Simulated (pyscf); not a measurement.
HO–InH–Cl → Cl–In [singlet] + water (H₂O), a 1,1-elimination (singlet surface; In–O, H–In broken, H–O formed). Single points on ωB97X-D3(BJ)/def2-SVP structures (PySCF, gas phase). Correlated levels are frozen-core, on RHF or UHF. ΔMP2 is the change of the MP2 total energy from the triple- to the quadruple-zeta basis. Energies in kcal/mol from the reactant's lowest minimum found.

Small-basis levels: PySCF, no dispersion term, spherical d functions. AM1 to PM7: differences of heats of formation from MOPAC. Cost: rough CPU time at the saddle relative to B3LYP/6-31G*+LANL2DZ, from one job on a shared machine.

| level | barrier | reaction energy | cost |
|---|---|---|---|
| HF/6-31G*+LANL2DZ | (withheld) | -7.5 | 0.2 |
| BP86/6-31G*+LANL2DZ | 43.0 | +2.2 | 2 |
| B3LYP/LANL2DZ | (withheld) | +4.6 | 0.8 |
| B3LYP/6-31G*+LANL2DZ | 49.5 | +2.1 | 1 |
| M06-2X/6-31G*+LANL2DZ | 54.5 | +1.9 | 2 |
| PBE/def2-SVP | 33.8 | -13.1 | 2 |
| B3LYP/def2-SVP | 39.3 | -16.8 | 2 |
| AM1 | 19.4 | -52.5 | under 0.02 |
| PM3 | 42.3 | -22.4 | under 0.02 |
| CCSD(T)/def2-TZVPP + ΔMP2(QZVPP) | (withheld) | -12.6 | – |

Task: Complete the blanks.

Result: 
- HF/6-31G*+LANL2DZ, barrier: 67.0
- B3LYP/LANL2DZ, barrier: 43.8
- CCSD(T)/def2-TZVPP + ΔMP2(QZVPP), barrier: 43.8

Against the last row the barrier runs from -24.4 (AM1) to +23.1 kcal/mol (HF/6-31G*+LANL2DZ). CCSD(T)/def2-TZVPP + ΔMP2(QZVPP) has limits of its own. On the product side the descent ends in a bound adduct, 11.7 kcal/mol under the separated species and 67.4 kcal/mol under the saddle at ωB97X-D3(BJ)/def2-TZVP. At ωB97X-D3(BJ) the barrier from the zero used here is 47.6 kcal/mol. One saddle was located; it need not be the lowest between these sides. The CCSD(T) − MP2 part came from Ansatz, without density fitting, on the same reference. The frozen core leaves the outer d or s,p core shells of the metals and heavy elements correlated in the MP2 and CC values, and def2-TZVPP describes them poorly, which can shift differences by a few kcal/mol. Elements past Kr carry the def2 core potentials, without spin-orbit coupling.
